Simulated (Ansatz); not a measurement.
**Question.** Name a neutral molecule of B, Si and H with LUMO energy (PBE/def2-TZVPP) between -3.65 and -3.35 eV and HOMO–LUMO gap (B3LYP/def2-TZVPP) between 4.95 and 5.25 eV (Ansatz, PBE0-D4/def2-TZVP geometry).

**Answer.** `B[SiH2][SiH3]` (-3.44 eV, 5.08 eV). Other molecules can fit too; these were computed, each in one conformer that needn't be the lowest.

B3LYP here is the variant with VWN-RPA as its local correlation; programs differ in this.
